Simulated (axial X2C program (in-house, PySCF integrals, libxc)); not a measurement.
**Nuclear properties of HBH⁺**

Computed with an in-house all-electron X2C program for linear molecules (integrals from PySCF): two-component X2C with atomic mean-field Coulomb and Gaunt terms, Gaussian nuclei, basis H dyall-v3z, B dyall-v3z with contracted cores.

H–B–H held linear, with bonds 1.179 and 1.179 Å (near the PBE0 minimum at charge 1 of the determinant lowest at the starting distance; the state shown can have its own minimum elsewhere, held linear; other orders of the atoms were not compared).

Input and command:
```json
{"zs": [1, 5, 1], "q": 1, "bas": ["dyall-v3z", "dyall-v3z", "dyall-v3z"], "r0": [1.17, 1.17], "symm": 1, "scan": ["PBE0", "HF", "BHandHLYP"], "levels": ["PBE0", "HF", "TPSSh"], "nst": 2}
```
```bash
python solin.py task.json out
```

Keys: zs atomic numbers; q charge; bas basis sets; r0 starting distance in Å; symm equal bonds; scan levels of the two-bond scan; levels methods; nst determinants followed.

Determinant lowest in the PBE0 search, Ω = 0 (closed shell), highest spinor 52% B p, 46% H s:

```json
{"level": "PBE0", "qzz H (a.u.)": "0.19", "qzz B (a.u.)": "-0.93"}
{"level": "HF", "qzz H (a.u.)": "0.19", "qzz B (a.u.)": "-0.89"}
{"level": "TPSSh", "qzz H (a.u.)": "0.19", "qzz B (a.u.)": "-0.93"}
```

qzz is the electric field gradient, eQq0 = 234.96 MHz × Q/barn × qzz. The operators were transformed with the bare-nucleus X2C matrices; with these basis sets, hyperfine constants and field gradients can be off by tens of per cent, and where levels differ in sign neither size nor sign is settled.

With Q(11B) = 0.04059 barn (Q from Pyykkö, Mol. Phys. 2018), turn the PBE0 values of the first state into constants in MHz.

eQq0(11B) = 234.96 × (0.04059) × (-0.93) = -8.87 MHz.

The molecule was held linear; bending was not examined, so a bent shape may lie lower.

Each state is one determinant with collinear spin. The search compared states at one distance, so a state with another bond length can lie lower.
